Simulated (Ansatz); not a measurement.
in.yaml

```yaml
crystal:
  periodic: [false, false, false]
  atoms:
    - {symbol: As, position_ang: [0.000000, 0.000000, 0.000000]}
    - {symbol: Na, position_ang: [0.000000, 0.000000, 5.803000]}
basis:
  gaussian: {orbitals: STO-3G}
total_charge: 1
magnetization: {spin_polarized: true, initial_magnetization: 1}
hamiltonian: {xc: hf}
output: {orbitals: {seedname: orbitals}}
```

```sh
$ ansatz run in.yaml --threads 1 --pin off --events-out ev --progress --plain --max-ram 2393MiB
```

Log:

```
249 factors; integrals over basis functions are off by at most 4.7e-5 eV
mean field evaluation 1: about -64461.9493 eV, gradient 6.3e0 eV
mean field evaluation 2: about -64461.9493 eV, gradient 6.3e0 eV
mean field evaluation 4: about -64462.0852 eV, gradient 8.7e-2 eV
mean field evaluation 8: about -64462.0856 eV, gradient 6.0e-5 eV
mean field evaluation 16: about -64463.5622 eV, gradient 2.6e-3 eV
mean field evaluation 32: about -64462.0856 eV, gradient 4.5e-2 eV
mean field evaluation 64: about -64463.5616 eV, gradient 1.4e-3 eV
mean field evaluation 96: about -64463.5622 eV, gradient 4.2e-4 eV
mean field evaluation 128: about -64463.5622 eV, gradient 1.8e-4 eV
mean field -64463.56222182 eV, -2368.9922166799 hartree, gradient 7.9e-6 eV, S^2 1.749725; 6 other end points of the search recorded, 0 dependent functions left out
reference -64463.56222182 eV, -2368.9922166799 hartree; 22, 21 occupied and 5, 6 virtual orbitals, 249 factors
Total energy: -64463.56222182 eV, -2368.9922166799 hartree
```

Ran on 1 thread of Arm Neoverse N1, shared host: 1.1 s wall, 0.18 GiB peak host memory.
